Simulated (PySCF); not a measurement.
**Functional dependence of a UV spectrum**

Compound: C5H5F.
Structure used (PBE0-D3(BJ)/def2-SVP), in Å, numbered top down from 1:
```
atom  x, y, z in Å
C1     2.139   -0.085    1.499
C2     1.212    0.185    0.769
C3     0.100    0.494   -0.094
F4     0.250    1.667   -0.771
C5    -0.634   -0.589   -0.825
C6    -1.302    0.146    0.302
H7     2.963   -0.317    2.148
H8    -0.935   -0.334   -1.844
H9    -0.310   -1.621   -0.672
H10   -1.455   -0.364    1.256
H11   -2.054    0.895    0.042
```

Linear-response calculations in the def2-SVPD basis (PySCF; singlets by full response, triplets Tamm–Dancoff, core orbitals frozen in the response; HF means time-dependent Hartree–Fock). 'Strongest' is the level of largest summed f among the singlets computed (10 roots, of which the last may lack a degenerate partner); it can jump between rows when another state enters that window. S1 is the lowest singlet of each run and needn't be the same state throughout; f(S1) is that of one state. Isolated species at its PBE0-D3(BJ)/def2-SVP geometry, gas phase.

```
functional                               kind  S1 (eV)  f(S1)  strongest (eV)  T1 (eV)  HOMO (eV)  gap (eV)  ionisation energy, ΔSCF (eV)
       LDA                                LDA     5.48  0.000            7.62     5.20      -6.49      5.38                          9.60
       PBE                                GGA     5.52  0.000            7.34     5.12      -6.31      5.44                          9.37
     B3LYP  global hybrid, 20% exact exchange     5.73  0.000            7.73     5.17      -7.32      7.25                          9.63
      PBE0  global hybrid, 25% exact exchange     5.80  0.000            7.99     5.08      -7.54      7.71                          9.63
 BHandHLYP  global hybrid, 50% exact exchange     5.82  0.000            8.92     5.08      -8.64      9.83                          9.71
 CAM-B3LYP             range-separated hybrid     5.82  0.000            8.59     5.17      -8.89     10.14                          9.80
   LC-wPBE             range-separated hybrid     5.94  0.000            9.14     5.06     -10.24     12.61                          9.95
        HF                       Hartree–Fock     5.64  0.000            9.72     4.52     -10.28     12.90                   not settled
```

Question: What does wB97X-D (range-separated hybrid) give?

Answer: S1 (eV) 5.87, f(S1) 0.000, strongest (eV) 8.75, T1 (eV) 5.26, HOMO (eV) -9.38, gap (eV) 11.38, ionisation energy, ΔSCF (eV) 9.72. S1 runs from 5.48 eV (LDA) to 5.94 eV (LC-wPBE), a spread of 0.46 eV, while the orbital gap spreads over 7.5 eV. −ε(HOMO) comes closest to its own ΔSCF ionisation energy with LC-wPBE (+0.29 eV) and misses most with LDA (-3.11 eV). 'Not settled' means that the ion's SCF failed to converge or may have ended in another state than the lowest.
